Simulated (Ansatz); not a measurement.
# B3LYP/aug-cc-pVDZ run of SiH2F2 (SMILES F[SiH2]F)

Aim: the vertical electron affinity of SiH2F2 at B3LYP/aug-cc-pVDZ, from 2 runs. 

The results are computed with Ansatz 0.2.0.

53 further runs of the same task are left out: 53 set aside as unsound or not needed.

### Step 1. Starting point

SiH2F2: 5 atoms, total charge 0, spin state singlet. SMILES: `F[SiH2]F`. The shape is that of a PBE0-D4/def2-TZVP optimisation.

Bond lengths: F1–Si2 1.586 Å, Si2–F3 1.586 Å, Si2–H4 1.474 Å, Si2–H5 1.474 Å. Angles: F1–Si2–F3 108.0°, F1–Si2–H4 108.5°, F1–Si2–H5 108.5°, F3–Si2–H4 108.5°, F3–Si2–H5 108.5°, H4–Si2–H5 114.6°.

### Step 2. The energy at B3LYP/aug-cc-pVDZ

Contents of job.yaml:

```yaml
crystal:
  periodic: [false, false, false]
  atoms:
    - {symbol: F, position_ang: [-1.079010, 0.538200, 0.980720]}
    - {symbol: Si, position_ang: [-0.005220, -0.000540, -0.054090]}
    - {symbol: F, position_ang: [1.247630, -0.520590, 0.766910]}
    - {symbol: H, position_ang: [-0.590470, -1.138740, -0.786300]}
    - {symbol: H, position_ang: [0.427070, 1.121680, -0.907250]}
basis:
  gaussian:
    orbitals: aug-cc-pVDZ
hamiltonian:
  xc: {name: B3LYP}
accuracy: high
output: {orbitals: {seedname: orbitals}}
```

Launch:

```bash
$ ansatz run job.yaml --threads 1 --pin off --max-ram 3480MiB --events-out events.jsonl --progress --plain --runs-dir runs
```

Output:

```text
Warning: RAYON_NUM_THREADS=1 ignored (pool sized by the plan → 1); use --threads N
Functional definition: B3LYP
  name "B3LYP"
  parameter a0 = 0.2
  parameter ax = 0.72
  parameter ac = 0.81
  exchange = (1 - a0 - ax)*slater_x + ax*b88_x + a0*exact_x
  correlation = (1 - ac)*vwn_rpa_c + ac*lyp_c
1837 factors; integrals over basis functions are off by at most 3.7e-9 eV
mean field evaluation 1: about -13345.1589 eV, gradient 4.4e1 eV
mean field evaluation 2: about -13340.3330 eV, gradient 7.3e1 eV
mean field evaluation 4: about -13347.9686 eV, gradient 3.5e-1 eV
mean field evaluation 8: about -13348.0226 eV, gradient 2.5e-2 eV
mean field evaluation 16: about -13348.0226 eV, gradient 3.8e-6 eV
mean field -13348.02257088 eV, -490.5307818651 hartree, gradient 5.5e-8 eV, S^2 0.000000; 0 other end points of the search recorded, 0 dependent functions left out
reference -13348.02261416 eV, -490.5307834557 hartree; 17, 17 occupied and 74, 74 virtual orbitals, 1837 factors
Total energy: -13348.02261416 eV, -490.5307834557 hartree
```

Run time: 3.9 s. Hardware: 1 thread of Intel Xeon 6975P-C (Granite Rapids), shared host; peak memory 0.28 GiB.

### Step 3. The doublet anion, same level

Contents of in.yaml:

```yaml
crystal:
  periodic: [false, false, false]
  atoms:
    - symbol: F
      position_ang: [-1.079010, 0.538200, 0.980720]
    - symbol: Si
      position_ang: [-0.005220, -0.000540, -0.054090]
    - symbol: F
      position_ang: [1.247630, -0.520590, 0.766910]
    - symbol: H
      position_ang: [-0.590470, -1.138740, -0.786300]
    - symbol: H
      position_ang: [0.427070, 1.121680, -0.907250]
basis:
  gaussian: {orbitals: aug-cc-pVDZ}
accuracy: high
magnetization: {spin_polarized: true, initial_magnetization: 1}
hamiltonian: {xc: {name: B3LYP}}
total_charge: -1
output: {orbitals: {seedname: orbitals}}
```

Launch:

```bash
$ ansatz run in.yaml --threads 1 --pin off --max-ram 3480MiB --events-out events.jsonl --progress --plain --runs-dir runs
```

Output:

```text
Warning: RAYON_NUM_THREADS=1 ignored (pool sized by the plan → 1); use --threads N
Functional definition: B3LYP
  name "B3LYP"
  parameter a0 = 0.2
  parameter ax = 0.72
  parameter ac = 0.81
  exchange = (1 - a0 - ax)*slater_x + ax*b88_x + a0*exact_x
  correlation = (1 - ac)*vwn_rpa_c + ac*lyp_c
1837 factors; integrals over basis functions are off by at most 3.7e-9 eV
mean field evaluation 1: about -13345.4325 eV, gradient 1.8e1 eV
mean field evaluation 2: about -13344.8994 eV, gradient 2.5e1 eV
mean field evaluation 4: about -13347.1846 eV, gradient 7.9e-1 eV
mean field evaluation 8: about -13347.2837 eV, gradient 6.1e-2 eV
mean field evaluation 16: about -13347.2849 eV, gradient 1.2e-3 eV
mean field evaluation 32: about -13347.2849 eV, gradient 3.0e-7 eV
mean field evaluation 64: about -13347.1693 eV, gradient 7.1e-1 eV
mean field evaluation 96: about -13347.1352 eV, gradient 5.2e-3 eV
mean field evaluation 128: about -13347.2103 eV, gradient 4.9e-1 eV
mean field evaluation 160: about -13346.7715 eV, gradient 1.6e0 eV
mean field -13347.28491434 eV, -490.5036734874 hartree, gradient 8.9e-8 eV, S^2 0.750114; 13 other end points of the search recorded, 0 dependent functions left out
reference -13347.28494878 eV, -490.5036747528 hartree; 18, 17 occupied and 73, 74 virtual orbitals, 1837 factors
Total energy: -13347.28494878 eV, -490.5036747528 hartree
```

Run time: 85 s. Hardware: 1 thread of Intel Xeon 6975P-C (Granite Rapids), shared host; peak memory 0.51 GiB.

### Step 4. Results

Level: B3LYP/aug-cc-pVDZ.

| quantity | value |
| --- | --- |
| singlet SiH2F2: total energy | -490.53078 Eh |
| singlet SiH2F2: HOMO energy | -9.71 eV |
| singlet SiH2F2: LUMO energy | -0.37 eV |
| singlet SiH2F2: HOMO–LUMO gap | 9.34 eV |
| doublet anion: total energy | -490.50367 Eh |
| doublet anion: HOMO energy (highest over α and β) | 1.74 eV |
| doublet anion: LUMO energy (lowest over α and β) | 2.65 eV |
| doublet anion: ⟨S²⟩ | 0.750 |
| vertical electron affinity (to the doublet anion) | -0.738 eV |

The anion lies 0.74 eV (17.0 kcal/mol) above the neutral: the electron isn't bound at this level, and such a value depends on the basis. The HOMO (doublet anion) lies at positive energy, 1.74 eV; only total energies tell whether the electron is bound.
